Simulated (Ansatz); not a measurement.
# [Co(H2O)6]2+ (CoH12O6 (+2)): geometry, orbitals and charge

Aim: characterise [Co(H2O)6]2+ (CoH12O6 (+2)) as a quartet: its structure, frontier levels and distribution of charge and spin.

The runs use Ansatz 0.2.0, Gaussian basis; UKS PBE0-D4/def2-TZVP.

The runs, in order: relaxation at r2SCAN-D4/def2-SVP; a search for the lowest solution at PBE-D4/def2-SVP; a single point at PBE0-D4/def2-TZVP.

2 further runs of the same task are left out: 2 set aside as unsound or not needed.

### 1 The system as given

19 atoms, charge 2, spin multiplicity 4.

Atoms are counted from 1 here; the program's logs count them from 0.

Bond lengths: Co1–O2 2.150 Å, Co1–O5 2.157 Å, Co1–O8 2.168 Å, Co1–O11 2.163 Å, Co1–O14 2.159 Å, Co1–O17 2.163 Å, O2–H3 0.964 Å, O2–H4 0.964 Å, O5–H6 0.964 Å, O5–H7 0.963 Å, O8–H9 0.964 Å, O8–H10 0.964 Å, O11–H12 0.963 Å, O11–H13 0.964 Å, O14–H15 0.964 Å, O14–H16 0.964 Å, O17–H18 0.964 Å, O17–H19 0.963 Å. Angles: O2–Co1–O5 176.5°, O2–Co1–O8 87.1°, O2–Co1–O11 94.3°, O2–Co1–O14 94.0°, O2–Co1–O17 89.4°, O5–Co1–O8 92.8°, O5–Co1–O11 86.0°, O5–Co1–O14 89.5°, O5–Co1–O17 87.1°, O8–Co1–O11 176.6°, O8–Co1–O14 91.4°, O8–Co1–O17 89.7°, O11–Co1–O14 85.5°, O11–Co1–O17 93.3°, O14–Co1–O17 176.5°, Co1–O2–H3 128.8°, Co1–O2–H4 120.0°, H3–O2–H4 107.3° and more.

Formally the metal is d7. No spin-orbit coupling is included. The ion is computed in the gas phase, without counter-ions or solvent.

The start is a GFN2-xTB (ALPB water) geometry.

### 2 Optimising with r2SCAN-D4/def2-SVP

Input file in.yaml:

```yaml
crystal:
  periodic: [false, false, false]
  atoms:
    - {symbol: Co, position_ang: [-0.000550, 0.003500, 0.013850]}
    - {symbol: O, position_ang: [0.073710, -0.025620, 2.162750]}
    - {symbol: H, position_ang: [-0.581150, 0.294000, 2.793480]}
    - {symbol: H, position_ang: [0.924110, -0.039880, 2.615850]}
    - {symbol: O, position_ang: [-0.066340, -0.098410, -2.140130]}
    - {symbol: H, position_ang: [0.117630, -0.906250, -2.632030]}
    - {symbol: H, position_ang: [0.128840, 0.647180, -2.718070]}
    - {symbol: O, position_ang: [2.165810, 0.086220, 0.048160]}
    - {symbol: H, position_ang: [2.642040, 0.913940, -0.080410]}
    - {symbol: H, position_ang: [2.695080, -0.600300, -0.372430]}
    - {symbol: O, position_ang: [-2.161400, 0.036420, -0.073190]}
    - {symbol: H, position_ang: [-2.800130, -0.169460, 0.617070]}
    - {symbol: H, position_ang: [-2.587460, -0.136920, -0.919900]}
    - {symbol: O, position_ang: [-0.134290, 2.154760, -0.101680]}
    - {symbol: H, position_ang: [0.355440, 2.790880, 0.431160]}
    - {symbol: H, position_ang: [-1.016520, 2.521210, -0.232530]}
    - {symbol: O, position_ang: [0.092880, -2.157230, 0.004360]}
    - {symbol: H, position_ang: [-0.687600, -2.692470, 0.186300]}
    - {symbol: H, position_ang: [0.839900, -2.621580, 0.397390]}
basis:
  gaussian: {orbitals: def2-SVP}
total_charge: 2
magnetization: {spin_polarized: true, initial_magnetization: 3}
hamiltonian: {xc: r2scan, dispersion: d4}
scf: {lower_state_search: "off"}
output: {orbitals: {seedname: orbitals}}
relax: {f_tol: 0.03, max_steps: 70}
```

Command:

```
$ ansatz run in.yaml --threads 4 --pin off --events-out ev --progress --plain --max-ram 9574MiB
```

Further steps of the session: Searching for the lowest solution, PBE-D4/def2-SVP; Single point, PBE0-D4/def2-TZVP.

Before running them: what should the planned runs give, taken together? Wanted: near neighbours of the metal; HOMO, LUMO at PBE0-D4/def2-TZVP; ⟨S²⟩; charge on the metal; spin on the metal.

**Answer**, as computed:

| quantity | value |
| --- | --- |
| near neighbours of the metal | O 2.09, O 2.09, O 2.08, O 2.09, O 2.09, O 2.09 Å |
| HOMO, LUMO at PBE0-D4/def2-TZVP (over both spins) | -16.11, -10.02 eV |
| ⟨S²⟩ | 3.754 |
| charge on the metal (Mulliken, PBE0-D4/def2-TZVP) | +0.92 e |
| spin on the metal (Mulliken) | 2.85 |

What this shows: The molecule keeps its bonding pattern by the stored test; the atoms moved 0.43 Å (rms). Of 3 unpaired electrons, 2.85 sit on the metal by Mulliken's count. The Mulliken charge of the metal, +0.92 e, depends on the basis and isn't its oxidation state. No usable vibrations, so a minimum isn't proven. The alpha HOMO lies nearest to Co1 55 %; O2, O5 about 11 % each and the alpha LUMO to 12 H atoms about 6 % each (shares on a coarse grid); over both spins the HOMO and the LUMO of beta spin, not drawn, take the frontier's place. Whether this spin is the lowest isn't tested here.
